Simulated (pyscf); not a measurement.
**Concerted two-bond exchange: water (H₂O) + AlH [singlet] → HO–Al [singlet] + hydrogen (H₂)**

Gas phase, singlet surface, charge 0. Bonds broken: O1–H4, Al2–H5. Bonds formed: O1–Al2, H4–H5. PySCF, gas phase, ωB97X-D3(BJ)/def2-SVP geometries.

Transition state (Å):

```xyz
5

O      0.3570     0.5527     0.4196
Al     1.5958     0.5607    -1.0958
H     -0.1594     1.2319     0.8685
H     -0.1020    -0.1140    -0.4141
H      0.1109    -0.5969    -1.3893
```

One imaginary mode, 1330i cm⁻¹; descent along it reached the two sides named, in the forms told below.

```json
[
 {"bond": "O1–H4", "change": "breaks", "reactant side (Å)": "0.966", "saddle": "1.162", "product side": "2.557"},
 {"bond": "Al2–H5", "change": "breaks", "reactant side (Å)": "1.670", "saddle": "1.906", "product side": "4.2"},
 {"bond": "O1–Al2", "change": "forms", "reactant side (Å)": "2.123", "saddle": "1.957", "product side": "1.689"},
 {"bond": "H4–H5", "change": "forms", "reactant side (Å)": "2.565", "saddle": "1.109", "product side": "0.761"}
]
```

Electronic energies relative to the separated reactants (kcal/mol):

```tsv
level	barrier	reaction energy	reverse barrier
ωB97X-D3(BJ)/def2-TZVP	-4.5	-44.1	39.6
PBE/def2-TZVP	-9.3	-43.6	34.3
r²SCAN/def2-TZVP	-9.0	-46.3	37.4
B3LYP-D3(BJ)/def2-TZVP	-4.9	-44.6	39.6
PBE0-D3(BJ)/def2-TZVP	-6.6	-42.4	35.8
M06-2X/def2-TZVP	-5.2	-46.7	41.5
ωB97M-D3(BJ)/def2-TZVP	-4.2	-44.0	39.8
HF/def2-TZVP	11.4	-39.1	50.5
```

With ωB97M-D3(BJ)/def2-TZVP energies and thermal terms (ideal gas, 1 atm, RRHO with modes under 100 cm⁻¹ raised to 100, one conformer, R ln 2 for chiral ones without a mode under 150 cm⁻¹), in kcal/mol:

| T (K) | ΔH‡ | ΔG‡ | ΔH | ΔG |
|---|---|---|---|---|
| 298 | -5.8 | 2.5 | -45.4 | -44.0 |
| 600 | -6.0 | 11.1 | -44.5 | -43.0 |
| 900 | -5.7 | 19.5 | -43.7 | -42.4 |
| 1200 | -5.2 | 27.8 | -43.1 | -42.0 |

On the reactant side the descent ends in an adduct with a Al–O contact, 13.0 kcal/mol under the separated species and 8.5 kcal/mol under the saddle at ωB97X-D3(BJ)/def2-TZVP. At ωB97X-D3(BJ)/def2-TZVP, PBE, r²SCAN, B3LYP-D3(BJ), PBE0-D3(BJ), M06-2X, ωB97M-D3(BJ) the saddle lies under the separated reactants, which points to a path from their complex (located at ωB97X-D3(BJ) alone). What is counted as formed (Al–O) is already present as a longer contact in the reactant adduct; forming that adduct is a step of its own. At the saddle there is also a short Al–H contact that neither side keeps. This saddle turned up in a search for another step; its sides and bond changes are read from the two ends of the descent. This is the saddle that the search found; another between the same sides may lie lower.
